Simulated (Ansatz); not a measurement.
Input file:

```yaml
crystal:
  periodic: [false, false, false]
  atoms:
    - {symbol: B, position_ang: [0.000000, 0.000000, 1.259200]}
    - {symbol: C, position_ang: [0.000000, 0.000000, -0.094199]}
    - {symbol: H, position_ang: [0.000000, 0.000000, -1.165001]}
basis:
  gaussian: {orbitals: 6-31G}
magnetization: {spin_polarized: false, initial_magnetization: 2}
correlation: {method: bccd_t, electrons: outside_noble_gas}
```

```sh
$ ansatz run in.yaml --threads 1 --pin off --events-out ev --progress --plain --max-ram 2393MiB
```

Output:

```
285 factors; integrals over basis functions are off by at most 2.3e-4 eV
mean field evaluation 1: about -1710.8812 eV, gradient 1.5e1 eV
mean field evaluation 2: about -1710.8854 eV, gradient 1.5e1 eV
mean field evaluation 4: about -1712.3920 eV, gradient 2.5e0 eV
mean field evaluation 8: about -1712.4415 eV, gradient 4.2e-2 eV
mean field evaluation 16: about -1712.4340 eV, gradient 6.6e-1 eV
mean field evaluation 32: about -1712.4415 eV, gradient 2.7e-6 eV
mean field evaluation 64: about -1712.4415 eV, gradient 2.7e-3 eV
mean field -1712.44152546 eV, -62.9310653260 hartree, gradient 2.1e-6 eV, S^2 2.000000; 5 other end points of the search recorded, 0 dependent functions left out
mean field evaluation 96: about -1711.6123 eV, gradient 7.7e-1 eV
determinant -1712.44152546 eV, -62.9310653260 hartree, with singles and doubles -1715.91866886 eV, -63.0588479892 hartree
determinant -1711.34205896 eV, -62.8906606774 hartree, with singles and doubles -1714.47247715 eV, -63.0057014242 hartree
2 core orbitals not correlated: weight in the atoms' cores, before any rotation towards them, 1.000 or more for the frozen orbitals, at most 0.000 for the correlated occupied ones
reference -1712.44152546 eV, -62.9310653260 hartree; 5, 3 occupied and 13, 15 virtual orbitals, 285 factors
second order -2.89048034 eV of doubles, -0.02442208 eV of singles
cycle   1  -3.46810334 eV  change    9.0e-3 eV  update   1.3e-2
cycle   2  -3.46676789 eV  change    1.3e-3 eV  update   3.6e-3
cycle   3  -3.46713042 eV  change   -3.6e-4 eV  update   1.6e-3
cycle   4  -3.46722252 eV  change   -9.2e-5 eV  update   7.7e-4
cycle   5  -3.46749545 eV  change   -2.7e-4 eV  update   2.7e-4
cycle   6  -3.46756294 eV  change   -6.7e-5 eV  update   1.0e-4
cycle   7  -3.46762992 eV  change   -6.7e-5 eV  update   5.1e-5
cycle   8  -3.46766117 eV  change   -3.1e-5 eV  update   2.6e-5
cycle   9  -3.46765317 eV  change    8.0e-6 eV  update   1.2e-5
cycle  10  -3.46764888 eV  change    4.3e-6 eV  update   5.6e-6
cycle  11  -3.46764520 eV  change    3.7e-6 eV  update   2.5e-6
perturbative correction -0.11709114 eV, -0.0043030202 hartree
Total energy: -1716.02626180 eV, -63.0628019568 hartree
```

For the same geometry and basis full CI lies 38.9 meV lower.

Ran on 1 thread of Arm Neoverse V2, shared host: 0.51 s wall, 0.08 GiB peak host memory.
